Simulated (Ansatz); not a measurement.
# [SiH5]− (SMILES [H][Si-]([H])([H])([H])[H]) at 6 levels

Aim: a comparison of 6 runs (PBE0/STO-3G, UB3LYP/STO-3G, MP2/STO-3G, CCSD/STO-3G, UCCSD(T)/STO-3G, FCI/STO-3G) of [SiH5]−. 

The calculation is run with Ansatz 0.2.0.

## (1) The molecule

[SiH5]−: 6 atoms, total charge -1, spin state singlet. SMILES: `[H][Si-]([H])([H])([H])[H]`. The H4–Si1 distance was set to 3.728 Å, away from the relaxed value. At this shape a bond of the SMILES string is far longer than usual.

Bond lengths: Si1–H2 1.639 Å, Si1–H3 1.644 Å, Si1–H5 1.491 Å, Si1–H6 1.491 Å. Angles: H2–Si1–H3 179.9°, H2–Si1–H5 90.0°, H2–Si1–H6 90.1°, H3–Si1–H5 90.0°, H3–Si1–H6 90.0°, H5–Si1–H6 120.0°.

## (2) A single-point energy at PBE0/STO-3G (run 1)

input.yaml

```yaml
basis:
  gaussian:
    orbitals: STO-3G
crystal:
  periodic: [false, false, false]
  atoms:
    - {symbol: Si, position_ang: [-2.236593, -0.017200, -0.025126]}
    - {symbol: H, position_ang: [-2.256243, -0.025220, 1.613314]}
    - {symbol: H, position_ang: [-2.214563, -0.009570, -1.669036]}
    - {symbol: H, position_ang: [1.490630, 0.011850, 0.019200]}
    - {symbol: H, position_ang: [-2.993903, 1.267670, -0.029216]}
    - {symbol: H, position_ang: [-2.971083, -1.314680, -0.042116]}
total_charge: -1
hamiltonian:
  xc: {name: PBE0}
accuracy: high
```

The run is started by

```bash
ansatz run input.yaml --threads 1 --pin off --max-ram 2610MiB --events-out events.jsonl --progress --plain --runs-dir runs
```

Standard output:

```text
Warning: RAYON_NUM_THREADS=1 ignored (pool sized by the plan → 1); use --threads N
Functional definition: PBE0
  name "PBE0"
  parameter a = 0.25
  parameter kappa = 0.804
  parameter beta = 0.06672455060314922
  exchange = (1 - a)*pbe_x(kappa = kappa, mu = beta*pi^2/3) + a*exact_x
  correlation = pbe_c(beta = beta)
218 factors; integrals over basis functions are off by at most 1.5e-8 eV
mean field evaluation 1: about -7847.1592 eV, gradient 2.4e1 eV
mean field evaluation 2: about -7829.7338 eV, gradient 2.7e1 eV
mean field evaluation 4: about -7834.2622 eV, gradient 2.2e1 eV
mean field evaluation 8: about -7838.1425 eV, gradient 3.0e1 eV
mean field evaluation 16: about -7852.0744 eV, gradient 8.5e-8 eV
mean field -7852.07436065 eV, -288.5584104269 hartree, gradient 3.0e-8 eV, S^2 0.000000; 0 other end points of the search recorded, 0 dependent functions left out
reference -7852.07436220 eV, -288.5584104836 hartree; 10, 10 occupied and 4, 4 virtual orbitals, 218 factors
Total energy: -7852.07436220 eV, -288.5584104836 hartree
```

Run time: 0.95 s. Hardware: 1 thread of Arm Neoverse V1, shared host.

## (3) The energy at UB3LYP/STO-3G (run 2)

job.yaml

```yaml
crystal:
  periodic: [false, false, false]
  atoms:
    - symbol: Si
      position_ang: [-2.236593, -0.017200, -0.025126]
    - symbol: H
      position_ang: [-2.256243, -0.025220, 1.613314]
    - symbol: H
      position_ang: [-2.214563, -0.009570, -1.669036]
    - symbol: H
      position_ang: [1.490630, 0.011850, 0.019200]
    - symbol: H
      position_ang: [-2.993903, 1.267670, -0.029216]
    - symbol: H
      position_ang: [-2.971083, -1.314680, -0.042116]
basis:
  gaussian:
    orbitals: STO-3G
total_charge: -1
magnetization:
  spin_polarized: true
hamiltonian:
  xc: {name: B3LYP}
accuracy: high
```

The run is started by

```bash
ansatz run job.yaml --threads 1 --pin off --max-ram 2610MiB --events-out events.jsonl --progress --plain --runs-dir runs
```

Standard output:

```text
Warning: RAYON_NUM_THREADS=1 ignored (pool sized by the plan → 1); use --threads N
Functional definition: B3LYP
  name "B3LYP"
  parameter a0 = 0.2
  parameter ax = 0.72
  parameter ac = 0.81
  exchange = (1 - a0 - ax)*slater_x + ax*b88_x + a0*exact_x
  correlation = (1 - ac)*vwn_rpa_c + ac*lyp_c
218 factors; integrals over basis functions are off by at most 1.5e-8 eV
mean field evaluation 1: about -7850.9372 eV, gradient 1.9e1 eV
mean field evaluation 2: about -7833.2245 eV, gradient 2.1e1 eV
mean field evaluation 4: about -7837.3378 eV, gradient 1.3e1 eV
mean field evaluation 8: about -7836.2129 eV, gradient 9.9e0 eV
mean field evaluation 16: about -7856.3846 eV, gradient 1.0e-3 eV
mean field evaluation 32: about -7856.6225 eV, gradient 2.2e0 eV
mean field -7857.04379178 eV, -288.7410336523 hartree, gradient 3.0e-8 eV, S^2 0.651589; 2 other end points of the search recorded, 0 dependent functions left out
reference -7857.04382223 eV, -288.7410347715 hartree; 10, 10 occupied and 4, 4 virtual orbitals, 218 factors
Total energy: -7857.04382223 eV, -288.7410347715 hartree
```

Wall time 2.5 s (1 thread of Arm Neoverse V1, shared host); peak memory 0.12 GiB.

Runs 3 to 5 aren't shown in full; the table further down has their settings and results.

## (4) A single-point energy at FCI/STO-3G (run 6)

in.yaml

```yaml
crystal:
  periodic: [false, false, false]
  atoms:
    - {symbol: Si, position_ang: [-2.236593, -0.017200, -0.025126]}
    - {symbol: H, position_ang: [-2.256243, -0.025220, 1.613314]}
    - {symbol: H, position_ang: [-2.214563, -0.009570, -1.669036]}
    - {symbol: H, position_ang: [1.490630, 0.011850, 0.019200]}
    - {symbol: H, position_ang: [-2.993903, 1.267670, -0.029216]}
    - {symbol: H, position_ang: [-2.971083, -1.314680, -0.042116]}
basis:
  gaussian:
    orbitals: STO-3G
correlation:
  method: fci
  frozen_orbitals: {H: 0, Si: 5}
total_charge: -1
accuracy: high
```

The run is started by

```bash
ansatz run in.yaml --threads 1 --pin off --max-ram 2610MiB --events-out events.jsonl --progress --plain --runs-dir runs
```

Standard output, shortened:

```text
Warning: RAYON_NUM_THREADS=1 ignored (pool sized by the plan → 1); use --threads N
Functional definition: HF
  name "HF"
[...]
218 factors; integrals over basis functions are off by at most 1.5e-8 eV
[...]
mean field -7835.56534317 eV, -287.9517152244 hartree, gradient 9.4e-8 eV, S^2 0.000000; 0 other end points of the search recorded, 0 dependent functions left out; unrestricted orbitals would lower it
[...]
unrestricted determinant -7838.24781747 eV, -288.0502943370 hartree, S^2 1.0195
5 core orbitals not correlated: weight in the atoms' cores, before any rotation towards them, 0.999 or more for the frozen orbitals, at most 0.000 for the correlated occupied ones
reference -7835.56534317 eV, -287.9517152244 hartree; 5, 5 occupied and 4, 4 virtual orbitals, 218 factors
state -7839.94918589 eV, -288.1128184732 hartree
Total energy: -7839.94918589 eV, -288.1128184732 hartree
```

Wall time 0.27 s (1 thread of Arm Neoverse V1, shared host).

## (5) The series

```
run            level  frozen core orbitals  energy (Eh)  wall time
  1      PBE0/STO-3G                     –  -288.558410     0.95 s
  2    UB3LYP/STO-3G                     –  -288.741035      2.5 s
  3       MP2/STO-3G                     5  -288.046898     0.08 s
  4      CCSD/STO-3G                     5  -288.106968      0.1 s
  5  UCCSD(T)/STO-3G                     5  -288.111842     0.18 s
  6       FCI/STO-3G                     5  -288.112818     0.27 s
```

## (6) Summary of results

| quantity | value |
| --- | --- |
| run 6: total energy | -288.11282 Eh |
| run 6: correlation energy (5 core orbitals frozen) | -161.1 mEh |

**Reading.** Against full CI in this basis: MP2 +65.9 mEh; CCSD +5.9 mEh; UCCSD(T) +1.0 mEh. Totals of different functionals can't be ranked against each other. In run 4 the T1 diagnostic is large, so a single reference may not serve. In runs 3, 4 the log says that unrestricted orbitals would lower the reference, so the values rest on an unstable closed-shell determinant (other closed-shell runs at this shape may share the fault). In runs 1, 2, 3, 4, 5, 6 the basis is minimal, so the values are rough. Spin contamination of the reference: run 5 ⟨S²⟩ = 1.02, run 2 ⟨S²⟩ = 0.65. Where it is this large, the reference is a mixture of spin states, and values that rest on it are in doubt. All runs together took 4 s, the longest 2.5 s.
